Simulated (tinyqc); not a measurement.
Stretching all distances: RHF, UHF, MP2, CISD and CCSD against full CI in the sto-3g basis, for LiH, spin multiplicity 1. Computed by the program tinyqc with PySCF. All coordinates are multiplied by the scale. c0^2 is the weight of the RHF determinant in the lowest singlet FCI state (UHF is spin-contaminated and may lie near states of higher spin) and n(LUMO) the first natural occupation beyond the occupied space.

Geometry (angstrom):
```
atom       x       y       z
Li    0.0000  0.0000  0.0000
H     0.0000  0.0000  1.3860
```

Full CI energy (hartree) and errors against it (kcal/mol):
```
scale  distance 1-2 (angstrom)    E(FCI)     RHF     UHF     MP2   CISD   CCSD  <S^2> UHF   c0^2  n(LUMO)
0.990                    1.372  -7.87648  11.092  11.092   3.838  0.007  0.005      0.000  0.980    0.032
1.250                    1.732  -7.87802  14.411  14.411   5.558  0.010  0.008      0.000  0.968    0.053
1.510                    2.093  -7.85402  20.975  20.507   9.071  0.016  0.013      0.203  0.938    0.104
2.020                    2.800  -7.80678  45.652   9.857  22.549  0.045  0.040      0.886  0.779    0.365
2.280                    3.160  -7.79422  63.184   4.910  30.720  0.065  0.059      0.951  0.677    0.549
2.540                    3.520  -7.78787  80.577   2.342  35.828  0.079  0.071      0.978  0.607    0.698
```

Estimate the missing row, scale = 1.76.

Computed row:
```
scale  distance 1-2 (angstrom)    E(FCI)     RHF     UHF     MP2   CISD   CCSD  <S^2> UHF   c0^2  n(LUMO)
1.760                    2.439  -7.82785  30.992  16.999  14.607  0.027  0.023      0.720  0.878    0.202
```

UHF parts from RHF first at scale 1.51 of those listed, where <S^2> leaves zero. The weight c0^2 goes from 0.98 to 0.61 and n(LUMO) from 0.03 to 0.70: static correlation grows as the bonds break into open-shell fragments. The spread of the error along the curve, which distorts its shape, is CCSD 0.1, CISD 0.1, UHF 18.2, MP2 32.0, RHF 69.5 kcal/mol.
